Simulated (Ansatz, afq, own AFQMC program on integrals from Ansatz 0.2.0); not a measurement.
Two steps: Ansatz 0.2.0 writes the Fock matrix and Cholesky factors of the valence space, and afq projects on them the lowest state that overlaps trial and start.

```yaml
crystal:
  periodic: [false, false, false]
  atoms:
    - {symbol: Ge, position_ang: [0.000000, -0.042615, -0.012489]}
    - {symbol: H, position_ang: [0.000000, 1.078235, -1.145977]}
    - {symbol: H, position_ang: [0.000000, 1.992940, 2.046040]}
basis:
  gaussian: {orbitals: cc-pVDZ}
magnetization: {spin_polarized: true, initial_magnetization: 0}
correlation: {method: ccsd_t, electrons: outside_noble_gas, hamiltonian_folder: ham}
```

```sh
$ ansatz run in.yaml --threads 1 --pin off --events-out ev --progress --plain --max-ram 24576MiB --backend cuda --devices 0, --max-vram 18GiB
```

Options of the walk:

```
--method phaseless --trial cisd --walkers 4000 --populations 20 --least-time 60 --time-step 0.005 --steps-per-block 50 --equilibration-blocks 40 --max-blocks 4000 --target-error 0.00029 --factor-cut 1e-05 --start spin_pure --seed 2300 --release-times 0.24,0.51,0.99,1.62,2.4 --release-step 0.03 --release-every 3 --taylor-order 6
```

Times are imaginary, in 1/Eh. The walk had a cap of 122 s. With eight or more populations the least sampling time is a fifth of least-time, and the error comes from their spread. Filled inner d shells are frozen with the cores.

Log:

```
orbitals 23  electrons 3 3  factors 156 of 417
reference energy -2076.36719318 Eh
CCSD correlation -0.09314217 Eh in 17 cycles, weight of the determinant in the CISD state 0.7595
energy of the start -2076.441245 Eh
 block  time / (1/Eh)  mean weight  energy / Eh
     1     0.250  1.0001  -2076.448382
     2     0.500  1.0001  -2076.453296
     3     0.750  0.9999  -2076.457166
     4     1.000  1.0002  -2076.459337
     5     1.250  1.0002  -2076.460975
     8     2.000  1.0001  -2076.464111
    11     2.750  1.0000  -2076.465551
    17     4.250  1.0001  -2076.468017
    21     5.250  0.9998  -2076.468137
    23     5.750  1.0002  -2076.467845
    29     7.250  0.9999  -2076.467750
    35     8.750  1.0001  -2076.467265
    41    10.250  1.0001  -2076.467588
    47    11.750  0.9998  -2076.467246
    53    13.250  1.0001  -2076.467363
    59    14.750  1.0003  -2076.466903
    61    15.250  1.0001  -2076.466546
    65    16.250  1.0000  -2076.467135
    71    17.750  1.0000  -2076.467445
    77    19.250  1.0001  -2076.467155
    83    20.750  1.0001  -2076.467976
    89    22.250  1.0000  -2076.467237
error from the spread of 20 populations
released: time / (1/Eh)  energy / Eh  error  mean overlap
  0.24  -2076.467314  0.000102  1.0026
  0.51  -2076.467474  0.000102  1.0044
  0.99  -2076.467545  0.000207  1.0054
  1.62  -2076.467836  0.000123  1.0063
  2.40  -2076.468014  0.000141  1.0064
energy -2076.467264 +/- 0.000140 Eh
(rows thinned)
```

The run passed its tests (sampling time, drift between the halves within three errors, error under three times the target), which doesn't prove that it has relaxed.

Against this walk (error 3.8 meV) on the same determinant: CCSD(T) 82.0 meV higher, CCSDT(Q) 29.9 meV lower, CCSDTQ 28.7 meV lower, full CI 28.9 meV lower. The error is statistical and leaves out the bias of the constraint. The determinant has ⟨S²⟩ = 0.87, so the low cluster orders mix in higher spin, while the walk starts as a pure singlet. The released energies are still falling (meV from the phaseless value at times in 1/Eh: -1 ± 3 at 0.24, -6 ± 3 at 0.51, -8 ± 6 at 0.99, -16 ± 3 at 1.62, -20 ± 4 at 2.40), so they give no level; they do show a bias of the constraint, and the last of them that isn't too noisy lies 8 meV above full CI. Full CI is exact here, so the walk's 29 meV above it is the walk's own error: the bias of the constraint with this trial. The determinant is a poor start (see the cautions), so the low cluster orders aren't to be relied on, and full CI is the sure value.

Cautions: constraint bias not in the error; no relativity below Rb; no spin-orbit coupling; inner d shell frozen; strong correlation (T1 0.078, weight of the determinant 0.76, largest double 0.34); unrestricted determinant spin contaminated (⟨S²⟩ 0.87 against 0.00); the CCSDT(Q) amplitudes may be one of several solutions (largest double 0.56); the CCSDTQ amplitudes may be one of several solutions (largest double 0.57).

The walk took 20 s on 1 × NVIDIA H100 80GB HBM3 with 2 threads of AMD EPYC 7R13 Processor (Zen 3), on a shared host (the card was shared). The log's last line is the phaseless energy.

CCSDT and higher add their correlation energy to the determinant of the CCSD(T) run, since their own runs factorise the integrals more tightly (a shift of under 2 meV). A walk keeps the symmetry of its determinant, which the program's search chose and which needn't be the lowest solution, so a lower state of the same spin and another symmetry isn't excluded.
